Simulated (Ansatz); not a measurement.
## Ta (model structure, started from the omega type, P6/mmm, No. 191, 3 atoms in the cell): properties by level of theory

| level (code) | equilibrium lattice constant a (Å) | c axis length (Å) |
|---|---|---|
| PBE (Ansatz) | 4.865 | 2.729 |
| PBEsol (Ansatz) | 4.809 | 2.696 |
| PBE-D3(BJ) (Ansatz) | 4.812 | 2.704 |

Ansatz's density-functional and Hartree–Fock values are scalar-relativistic unless marked +SOC, with PAW data made under PBE.

Static lattice: no zero-point or thermal effects.

A model structure was made by putting elements into a prototype or built by hand; it is no filed structure, need not be a known phase, and can be a saddle point held by its symmetry.

Ansatz is an electronic-structure program.
